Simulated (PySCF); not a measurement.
Mapped SMILES: `[CH3:1][O:2]/[CH:3]=[CH:4]\[Cl:5]`. Each H is labelled by its parent atom.

GIAO PBE0/pcSseg-1 shifts (PySCF, gas phase, non-relativistic, equivalent atoms averaged), each against references optimised in the same way as the molecule (TMS, H2O, HCl).

On the GFN2-xTB geometry: C3 151.1, C4 99.4, C1 60.2, O2 111.8, Cl5 130, H(C3) 6.29, H(C4) 4.93, H(C1) 4.32 ppm.

What changes on the PBE0-D3(BJ)/def2-SVP geometry?

Answers


| atoms | δ (ppm) | change |
| --- | --- | --- |
| C3 | 149.9 | -1.2 |
| C4 | 98.2 | -1.2 |
| C1 | 58.2 | -2.0 |
| O2 | 111.1 | -0.7 |
| Cl5 | 126 | -4 |
| H(C3) | 6.03 | -0.26 |
| H(C4) | 4.64 | -0.29 |
| H(C1) | 4.05 | -0.27 |

Bonds between heavy atoms that differ most (equivalent bonds averaged): C3–C4 1.329 → 1.342 Å, O2–C3 1.342 → 1.332 Å, C1–O2 1.414 → 1.410 Å, C4–Cl5 1.735 → 1.733 Å. Mean change of bonds to hydrogen: C–H +0.010 Å.
